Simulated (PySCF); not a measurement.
methanol cation (CH4O), SMILES CO (connectivity only; charge and spin as stated), charge +1, multiplicity 2. Atoms are numbered in the order given.

```xyz
6

C     -0.0676    -0.6349     0.0000
O      0.1315     0.7051     0.0000
H      0.5763    -1.0473     0.8274
H      0.5763    -1.0473    -0.8274
H     -1.1007    -0.9733     0.0000
H     -0.6985     1.2366     0.0000
```
Charge +1, spin multiplicity 2.

Geometry: ωB97X-D3(BJ)/def2-TZVP. The multiplicity is an assumed one; other spin states were not compared.

Calculation: PBE/pcH-1 (PySCF).

Unrestricted Kohn–Sham, ⟨S²⟩ = 0.752. Hyperfine tensors hold the contact and dipolar terms, without spin-orbit corrections.

Computed hyperfine couplings:
| nucleus | A(iso) (MHz) | A(iso) (G) | dipolar principal values (MHz) |
|---|---|---|---|
| 13C no. 1 | -37.3 | -13.3 | -24.3, -17.0, 41.3 |
| 17O no. 2 | -31.6 | -11.3 | -200.0, 98.7, 101.3 |
| 1H no. 3 | 382.1 | 136.3 | -16.7, -11.6, 28.3 |
| 1H no. 4 | 382.1 | 136.3 | -16.7, -11.6, 28.3 |
| 1H no. 5 | -13.6 | -4.8 | -9.4, -5.4, 14.7 |
| 1H no. 6 | -42.4 | -15.1 | -43.2, -15.9, 59.1 |

Problem. And the g tensor (effective nuclear charges for spin-orbit coupling, GIAO)? (The exact figures need the calculation; the answer reports its results.)

Solution. principal values 2.0021, 2.0063, 2.0121; isotropic 2.0068.
